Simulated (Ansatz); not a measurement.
H4Si, quintet, at a GFN2-xTB geometry of the parent state (a higher spin typed on purpose: for a closed-shell molecule this is an excited state); SVWN5/6-31G** (Ansatz, a program for electronic structure).

Ansatz was given this input:
Ansatz 0.2 input:
```yaml
crystal:
  periodic: [false, false, false]
  atoms:
    - {symbol: Si, position_ang: [-0.00000000, -0.00000000, -0.00000000]}
    - {symbol: H, position_ang: [0.21636537, 1.47416717, -0.01722191]}
    - {symbol: H, position_ang: [-1.34501321, 0.20450964, 0.60777848]}
    - {symbol: H, position_ang: [1.34501321, -0.20450964, -0.60777848]}
    - {symbol: H, position_ang: [-0.21636537, -1.47416717, 0.01722191]}
basis:
  gaussian:
    orbitals: 6-31G__.json
hamiltonian:
  xc: {name: SVWN5}
magnetization: {spin_polarized: true, initial_magnetization: 4}
```
The basis file holds 6-31G** in the JSON format of the Basis Set Exchange.

Output, abridged:

```
Functional definition: SVWN5
430 factors; their error is unknown
mean field evaluation 1: about -7895.4516 eV, gradient 8.4e0 eV
mean field evaluation 2: about -7894.8855 eV, gradient 1.2e1 eV
mean field evaluation 4: about -7895.7257 eV, gradient 6.7e0 eV
mean field evaluation 8: about -7895.9211 eV, gradient 4.3e0 eV
mean field evaluation 16: about -7896.1932 eV, gradient 4.9e-2 eV
mean field evaluation 32: about -7896.0344 eV, gradient 6.3e-2 eV
mean field -7896.19151407 eV, -290.1796859114 hartree, gradient 6.3e-6 eV, S^2 6.003467; 5 other end points of the search recorded, 0 dependent functions left out
reference -7896.19154610 eV, -290.1796870884 hartree; 11, 7 occupied and 28, 32 virtual orbitals, 430 factors
Total energy: -7896.19154610 eV, -290.1796870884 hartree
```
